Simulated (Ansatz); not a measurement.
Born–Oppenheimer molecular dynamics of H$_{2}$OSi$_{2}$ (5 atoms, charge 0, multiplicity 1). It starts from a relaxed structure.

These are results of UKS PBE0-D4/def2-SVP (Ansatz 0.2.0), not measurements.

```yaml
ensemble: NVE (velocity Verlet)
time_step: 0.5 fs
steps_asked: 150
starting_velocities_drawn_for: 1500 K
masses: H 2.014 u
seed: 115437
```

First frame:

```xyz
5
Properties=species:S:1:pos:R:3
O -1.682 -0.455 -0.497
Si -0.151 -0.917 -0.050
Si 1.258 0.871 0.380
H -1.903 0.482 -0.558
H 2.477 0.019 0.725
```

Question: How far do the bonds stretch over the last three quarters of this one trajectory? (Pairs bonded in most of those frames.)

Answer: 
| bond | mean (Å) | spread (Å) | shortest | longest |
| --- | --- | --- | --- | --- |
| O1–Si2 | 1.644 | 0.044 | 1.57 | 1.72 |
| O1–H4 | 0.973 | 0.054 | 0.89 | 1.05 |
| Si2–Si3 | 2.311 | 0.159 | 2.05 | 2.51 |
| Si3–H5 | 1.528 | 0.012 | 1.51 | 1.55 |

Mean temperature of the second half: 758 K. The conserved energy stayed within 0.65 meV per atom of its start (net change 0.48 meV per atom), so the integration is sound. The temperature averaged 0.51 of the 1500 K drawn at the start: a run that starts near a minimum puts about half its kinetic energy into the potential. A run of 0.075 ps of so small a system gives no equilibrium averages.

Run time: 2.7 min on 1 thread of AMD EPYC 9R45 96-Core Processor (Zen 5), with other jobs on the host, peak memory 0.17 GiB.
